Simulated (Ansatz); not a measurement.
# CH3NO2: the cost of one run

Computed with Ansatz 0.2.0, Gaussian basis. Level: unrestricted cation, the program's frozen cores in correlated methods.

Levels to be run: UKS PBE-D4/def2-TZVPP; UKS r2SCAN-D4/def2-TZVPP; UKS PBE0-D4/def2-TZVPP; UKS B3LYP-D4/def2-TZVPP; UKS wB97X-V/def2-TZVPP; UKS wB97M-V/def2-TZVPP; UKS B2PLYP/def2-TZVPP; UHF-CCSD(T)/def2-TZVPP; UHF-MP2/def2-QZVPP; extrapolation to the limit; then −ε(HOMO) from the neutral's earlier runs with LDA (SPW92), PBE-D4, revPBE-D4, BLYP-D4, r2SCAN-D4, B97M-V, PBE0-D4, B3LYP-D4, r2SCANh-D4, r2SCAN0-D4, HSE06-D4, BHLYP-D4, CAM-B3LYP-D4, LC-ωPBE, ωB97X-V, ωB97M-V.

## Step 1: The relaxed structure

The geometry comes from an earlier relaxation with PBE0-D4 in a triple-zeta def2 set; it is a stationary point, not always the lowest conformer.

SMILES `N=C(O)O`, 7 atoms, charge 0, spin multiplicity 1.

Atoms are counted from 1 here; the program's logs count them from 0.

Bond lengths: N1–C2 1.264 Å, N1–H5 1.013 Å, C2–O3 1.331 Å, C2–O4 1.340 Å, O3–H6 0.965 Å, O4–H7 0.961 Å. Angles: C2–N1–H5 113.5°, N1–C2–O3 121.7°, N1–C2–O4 130.2°, O3–C2–O4 108.1°, C2–O3–H6 105.8°, C2–O4–H7 108.8°.

## Step 2: Cation, UKS PBE-D4/def2-TZVPP

in.yaml

```yaml
crystal:
  periodic: [false, false, false]
  atoms:
    - {symbol: N, position_ang: [-0.656781, 0.744881, 0.517174]}
    - {symbol: C, position_ang: [0.149377, -0.107749, 0.047670]}
    - {symbol: O, position_ang: [1.114730, -0.642163, 0.792031]}
    - {symbol: O, position_ang: [0.231505, -0.634764, -1.182003]}
    - {symbol: H, position_ang: [-1.340427, 1.068785, -0.156640]}
    - {symbol: H, position_ang: [1.024887, -0.241413, 1.664927]}
    - {symbol: H, position_ang: [-0.461992, -0.255576, -1.728760]}
basis:
  gaussian: {orbitals: def2-TZVPP}
total_charge: 1
magnetization: {spin_polarized: true, initial_magnetization: 1}
hamiltonian: {xc: pbe, dispersion: d4}
```

The run is started by

```
> ansatz run in.yaml --threads 2 --pin off --events-out ev --progress --plain --max-ram 4352MiB
```

**Question.** How long does this run take on 2 threads of Arm Neoverse V2, shared host, and how much memory does it need?

About 4.8 s, with a peak of 0.29 GiB.
